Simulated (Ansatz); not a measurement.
Geometry optimisation, RKS B3LYP/6-31G* in Ansatz 0.2.0.

input.yaml

```yaml
crystal:
  periodic: [false, false, false]
  atoms:
    - { symbol: F, position_ang: [-1.3132, -0.8569, 0.7163] }
    - { symbol: C, position_ang: [-0.3514, -0.5277, -0.1583] }
    - { symbol: Cl, position_ang: [0.8308, -1.8191, -0.0709] }
    - { symbol: C, position_ang: [0.4054, 0.771, 0.2254] }
    - { symbol: S, position_ang: [0.5071, 2.0379, -0.8525] }
    - { symbol: H, position_ang: [-0.7533, -0.4877, -1.1739] }
    - { symbol: H, position_ang: [0.7358, 0.8145, 1.2682] }
basis:
  gaussian: { orbitals: "6-31G*" }
hamiltonian:
  xc: b3lyp
relax:
  f_tol: 0.015
  max_steps: 40
output:
  orbitals: {}
```

Command:

```bash
$ ansatz run input.yaml --threads 1 --pin off --max-ram 2048MiB --backend cpu --events-out ev --progress --plain --runs-dir out
```

**Question.** Where does it end, and by what steps?

**Answer.** It converged. After 10 steps the energy has fallen by 0.187 eV; Cl3 moved furthest, 0.10 Å.

| step | energy less start (eV) | largest force component (eV/Å) | accepted |
| --- | --- | --- | --- |
| 0 | 0.0000 | 1.343 | yes |
| 1 | -0.0074 | 1.734 | yes |
| 2 | -0.1218 | 1.110 | yes |
| 3 | -0.1692 | 0.601 | yes |
| 4 | -0.1826 | 0.292 | yes |
| 5 | -0.1857 | 0.151 | yes |
| 6 | -0.1863 | 0.104 | yes |
| 7 | -0.1871 | 0.056 | yes |
| 8 | -0.1873 | 0.019 | yes |
| 9 | -0.1873 | 0.023 | yes |
| 10 | -0.1873 | 0.003 | yes |

```xyz
7
Properties=species:S:1:pos:R:3
F -1.301 -0.802 0.771
C -0.344 -0.515 -0.158
Cl 0.907 -1.833 -0.135
C 0.339 0.775 0.207
S 0.584 1.998 -0.825
H -0.780 -0.504 -1.157
H 0.656 0.814 1.252
```

Run time: 53 s on 1 thread of Arm Neoverse V1, with other jobs on the host, peak memory 0.17 GiB.
